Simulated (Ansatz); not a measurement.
**AlPH2+ (quartet): from Hartree-Fock to the top rungs, cc-pVDZ**

Aim: climb from Hartree-Fock through coupled cluster for AlPH2+ (quartet) at one geometry and basis, and see what each rung misses.

The runs use Ansatz 0.2.0, Gaussian basis; cc-pVDZ, core rule «outside noble gas», up to 10 orbitals frozen.

The runs, in order: UHF; CCSD(T) on ROHF; CCSD(T) on UHF; BCCD(T) on ROHF; CISD; CCSDT(Q) on ROHF; CCSDT(Q) on UHF; CCSDTQ on ROHF.

18 further runs of the same task are left out: 12 for a known fault of the program, 6 set aside as unsound or not needed.

**1. The geometry**

The geometry is a PBE0/def2-TZVP stationary point (not a proven minimum) of the parent state, kept for this charge and spin.

4 atoms, charge 1, spin multiplicity 4.

Atoms are counted from 1 here; the program's logs count them from 0.

Bond lengths: Al1–P2 2.334 Å, Al1–H3 1.588 Å, Al1–H4 1.588 Å. Angles: P2–Al1–H3 119.7°, P2–Al1–H4 119.7°, H3–Al1–H4 120.5°.

Geometry (Å):

```csv
atom,x (Å),y (Å),z (Å)
Al1,0.0000,0.0000,1.1792
P2,0.0000,0.0000,-1.1552
H3,0.0000,1.3785,1.9666
H4,0.0000,-1.3785,1.9666
```

**2. UHF**

Contents of in.yaml:

```yaml
crystal:
  periodic: [false, false, false]
  atoms:
    - {symbol: Al, position_ang: [0.000000, 0.000000, 1.179176]}
    - {symbol: P, position_ang: [0.000000, 0.000000, -1.155185]}
    - {symbol: H, position_ang: [0.000000, 1.378539, 1.966597]}
    - {symbol: H, position_ang: [0.000000, -1.378539, 1.966597]}
basis:
  gaussian: {orbitals: cc-pVDZ}
total_charge: 1
magnetization: {spin_polarized: true, initial_magnetization: 3}
hamiltonian: {xc: hf}
output: {orbitals: {seedname: orbitals}}
```

Started as:

```console
$ ansatz run in.yaml --threads 1 --pin off --events-out ev --progress --plain --max-ram 4096MiB --backend cpu
```

After this run come: CCSD(T) on ROHF; CCSD(T) on UHF; BCCD(T) on ROHF; CISD; CCSDT(Q) on ROHF; CCSDT(Q) on UHF; CCSDTQ on ROHF.

Before running them: what should the planned runs give, taken together? Wanted: RCCSDTQ below the RHF energy; RMP2 from RCCSDTQ; UMP2 from RCCSDTQ; RCCSD from RCCSDTQ; RCCSD(T) from RCCSDTQ; UCCSD(T) from RCCSDTQ; RCCSDT(Q) from RCCSDTQ; UCCSDT(Q) from RCCSDTQ; T1 diagnostic.

**Answer**, as computed:

| quantity | value |
| --- | --- |
| RCCSDTQ below the RHF energy | -4.4024 eV |
| RMP2 from RCCSDTQ | +1098.1 meV |
| UMP2 from RCCSDTQ | +1091.4 meV |
| RCCSD from RCCSDTQ | +123.1 meV |
| RCCSD(T) from RCCSDTQ | +32.0 meV |
| UCCSD(T) from RCCSDTQ | +31.7 meV |
| RCCSDT(Q) from RCCSDTQ | +1.1 meV |
| UCCSDT(Q) from RCCSDTQ | +0.7 meV |
| levels within 1 kcal/mol (43 meV) | RCCSD(T), UCCSD(T), BCCD(T), RCCSDT, UCCSDT, RCCSDT(Q), UCCSDT(Q) |
| T1 diagnostic | 0.026 |

**Reading.** RCCSD(T) lands +32.0 meV from the yardstick (0.7 % of the correlation energy). These misses are within one basis, not against nature; the frozen cores of restricted and unrestricted runs differ, which can shift their rows.
